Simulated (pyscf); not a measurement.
PH₂• + water (H₂O) -> HO–PH₂ + H atom (H•), a substitution at O (doublet surface; H–O broken, O–P formed). PySCF, gas phase, ωB97X-D3(BJ)/def2-SVP geometries. MP2 and CC: frozen core, UHF for open shells. ΔMP2 is the change of the MP2 total energy from the triple- to the quadruple-zeta basis. Energies in kJ/mol from the separated reactants.

Small-basis levels: PySCF, no dispersion term, spherical d functions. AM1 to PM7: differences of heats of formation from MOPAC. Open shells are spin-unrestricted. 

| level | barrier | reaction energy |
|---|---|---|
| HF/STO-3G | 241.1 | +163.6 |
| SVWN5/6-31G* | 91.0 | +105.8 |
| B3LYP/STO-3G | 102.9 | +145.0 |
| B3LYP/6-31G* | 167.7 | +133.3 |
| B3LYP/6-311+G** | 187.2 | +164.9 |
| PBE/def2-SVP | 138.5 | +123.1 |
| AM1 | 95.2 | +96.4 |
| CCSD(T)/def2-TZVPP + ΔMP2(QZVPP) | 205.3 | +136.2 |

Against the last row the barrier runs from -114.3 (SVWN5/6-31G*) to +35.8 kJ/mol (HF/STO-3G). At SVWN5/6-31G*, B3LYP/STO-3G, AM1 this geometry lies under one side, so the entry may be no barrier of that level: it is a single point on another level's saddle. CCSD(T)/def2-TZVPP + ΔMP2(QZVPP) has limits of its own. This is the saddle that the search found; another between the same sides may lie lower. The angle at the attacked O is 150°. The CCSD(T) − MP2 part came from Ansatz, without density fitting, on the same reference.
